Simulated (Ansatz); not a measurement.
# Si (P6₃/mmc, No. 194, 4 atoms in the cell; start mp-165; another form than the element's usual one)

Level of theory: PBE0 (Ansatz, an electronic-structure program, plane waves, PAW).

Numerical settings: plane-wave cutoff 500 eV, 6×6×4 k mesh (along the axes of the cell as run), gaussian smearing 0.02 eV, scalar-relativistic PAW data made under PBE.

Cell (relaxed with r²SCAN):

Si is modelled in the hexagonal space group P6₃/mmc (No. 194), Pearson symbol hP4. Lattice parameters: a = b = 3.832 Å, c = 6.342 Å, α = β = 90.00°, γ = 120.00°. Si on 4f is surrounded by 4 Si at 2.353–2.371 Å (tetrahedral). (Neighbours: up to the widest gap in distance over summed covalent radii, below 1.35, at either atom.)

* **band gap**: 1.63 eV (on the SCF k mesh)

Note: cell and atoms aren't relaxed at this level (pressure -0.4 GPa).

It cost very roughly 30 core-seconds of CPU time.

A start named mp-… is a Materials Project structure, which need not be a measured phase.
